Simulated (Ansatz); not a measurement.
NaSbP2S6 (P2₁/c, No. 14; cell taken from a computed entry)

Calculation: PBEsol in Ansatz (plane waves, PAW).

Settings: plane-wave cutoff 520 eV, 4×6×4 k mesh (along the axes of the cell as run), Fermi–Dirac smearing 0.01 eV, scalar-relativistic PAW data made under PBE.

Cell (relaxed with PBEsol):

```
NaP2S6Sb
1.0
   11.16171     0.00000     0.03448
    0.00000     7.19505     0.00000
   -3.75378     0.00000    10.91245
Na Sb P S
4 4 8 24
Cartesian
  2.20549   0.78579   6.78508
  5.20244   6.40926   4.16185
  3.32554   4.38331   9.61808
  4.08238   2.81174   1.32886
  9.06307   1.06482   1.94084
 -1.65514   6.13023   9.00610
  0.22175   4.66234   3.54987
  7.18617   2.53270   7.39707
  2.08867   6.47013   1.80590
  5.31926   0.72492   9.14104
  7.19615   2.87261   3.68481
  0.21177   4.32244   7.26212
  5.77539   6.30097   7.67570
  1.63253   0.89407   3.27124
 -0.24436   2.70345   8.72746
  7.65228   4.49160   2.21948
 -1.49372   3.65021  10.06369
  8.90165   3.54483   0.88325
  7.02475   0.05269   6.33947
  0.38317   7.14236   4.60746
  0.90790   5.82352   8.49479
  6.50003   1.37153   2.45214
  4.62314   2.22599   7.90837
  2.78479   4.96905   3.03857
  0.65102   2.24983   2.09887
  6.75691   4.94522   8.84807
  8.63380   5.84735   3.39184
 -1.22588   1.34770   7.55509
  3.35515   1.56807   4.03175
  4.05278   5.62698   6.91519
  5.92967   5.16559   1.45896
  1.47825   2.02946   9.48797
  5.92145   3.59812   5.04546
  1.48648   3.59693   5.90147
  3.36337   7.19564   0.44525
  4.04456  -0.00059  10.50169
  0.26080   5.81022   1.15526
  7.14713   1.38482   9.79168
  9.02402   2.21270   4.33546
 -1.61609   4.98235   6.61148
```

| Quantity | Result |
|---|---|
| band gap | 1.90 eV |
| smallest direct gap on the k points sampled | 2.01 eV |
| Γ–Γ gap | 2.09 eV |

Spin–orbit coupling is not included.

Static lattice: no zero-point or thermal effects.

The result took roughly 21 core-minutes.

Ansatz is a program for electronic structure.
